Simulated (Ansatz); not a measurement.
Geometry optimisation, Ansatz 0.2.0, RKS PBE0-D4/def2-SVP.

Input:

```yaml
crystal:
  periodic: [false, false, false]
  atoms:
    - { symbol: Si, position_ang: [-0.507876, -0.233118, -0.213108] }
    - { symbol: Cl, position_ang: [0.361226, 1.151514, 2.697621] }
    - { symbol: H, position_ang: [0.63675, -0.952844, 0.402328] }
    - { symbol: H, position_ang: [-0.211497, 1.216774, -0.371791] }
    - { symbol: H, position_ang: [-0.765782, -0.806196, -1.570071] }
    - { symbol: P, position_ang: [-2.263006, -0.505348, 1.10089] }
    - { symbol: H, position_ang: [-3.252276, -0.196388, 0.119394] }
    - { symbol: H, position_ang: [-2.341601, -1.918865, 0.918916] }
    - { symbol: H, position_ang: [-0.945438, 0.932372, 2.847821] }
basis:
  gaussian: { orbitals: def2-SVP }
hamiltonian:
  xc: pbe0
  dispersion: d4
relax:
  f_tol: 0.03
  max_steps: 50
```

Command:

```bash
$ ansatz run input.yaml --threads 2 --pin off --max-ram 3072MiB --backend cpu --events-out ev --progress --plain --runs-dir out
```

Q: Where does it end, and by what steps?

A: It converged. The force dipped under the threshold on the way, but the program's further checks kept it going. After 8 steps the energy has fallen by 0.109 eV; Cl2 moved furthest, 0.43 Å.

```csv
step,energy less start (eV),largest force component (eV/Å),accepted
0,0.0000,1.072,yes
1,-0.0675,1.059,yes
2,-0.0937,0.516,yes
3,-0.1061,0.120,yes
4,-0.0966,0.437,no
5,-0.1083,0.029,yes
6,-0.1089,0.032,yes
7,-0.1090,0.030,yes
8,-0.1092,0.024,yes
```

```xyz
9
Properties=species:S:1:pos:R:3
Si -0.482 -0.277 -0.332
Cl 0.230 1.336 3.069
H 0.705 -0.929 0.291
H -0.230 1.179 -0.528
H -0.776 -0.918 -1.649
P -2.210 -0.481 1.129
H -3.235 -0.091 0.218
H -2.397 -1.882 0.950
H -0.896 0.751 2.785
```

Whether the end is a true minimum wasn't checked by a vibrational analysis.

The run took 15 s on 2 threads of Arm Neoverse V1, on a shared host, peak memory 0.17 GiB.
